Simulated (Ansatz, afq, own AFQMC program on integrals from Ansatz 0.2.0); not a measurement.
**AlBH$_{2}$, triplet: AFQMC among the cluster methods**

```xyz
4

B     0.0000    0.0000    1.6184
Al    0.0000    0.0000   -1.4246
H     0.0000    0.0000    2.8015
H     0.0000    0.0000   -2.9954
```

Connectivity, by distances: BH ··· AlH.

Basis 6-31G. Only valence electrons are correlated. Ansatz 0.2.0 and our own AFQMC program on the same integrals; the CISD trial comes from CCSD amplitudes, and released means the phaseless constraint is let go. Error bars are statistical, one sigma.

Determinant: UHF, the one that the program's search chose, which needn't be the lowest solution. The geometry is a point of a scan.

Full CI on the same integrals is exact in this basis and with this determinant's frozen core.

Cautions: lower spins were not checked; an unrestricted solution with more broken spin lies lower (11 meV, ⟨S²⟩ 2.14); strong correlation (T1 0.046, weight of the determinant 0.85, largest double 0.16); the released energies are still falling, so no released level is given (meV from the phaseless value at times in 1/Eh: -4 ± 3 at 0.24, -4.0 ± 1.6 at 0.51, -10 ± 3 at 0.99, -10.3 ± 1.7 at 1.62, -15.5 ± 1.8 at 2.40).

```
T1 diagnostic                               : 0.0460
weight of the determinant in the CISD state : 0.853
⟨S²⟩ of the determinant                     : 2.018
size of the correlated space                : 8 electrons in 20 orbitals
```

Reference: full CI, correlation energy -2.477 eV.

| level | E − E(reference) (mEh) | share of correlation (%) |
| --- | --- | --- |
| HF | 91.02 | 0.00 |
| MP2 | 35.46 | 61.04 |
| CCSD | 4.55 | 95.00 |
| CCSD(T) | 2.53 | 97.22 |
| CCSDT | 0.33 | 99.63 |
| CCSDT(Q) | 0.10 | 99.89 |
| CCSDTQ | 0.01 | 99.99 |
| ph-AFQMC/HF | 5.71 ± 0.57 | 93.72 |
| ph-AFQMC/CISD | 1.96 ± 0.08 | 97.85 |

CCSDT and higher add their correlation energy to the determinant of the CCSD(T) run, since their own runs factorise the integrals more tightly (a shift of under 2 meV). A walk keeps the symmetry of its determinant, which the program's search chose and which needn't be the lowest solution, so a lower state of the same spin and another symmetry isn't excluded.
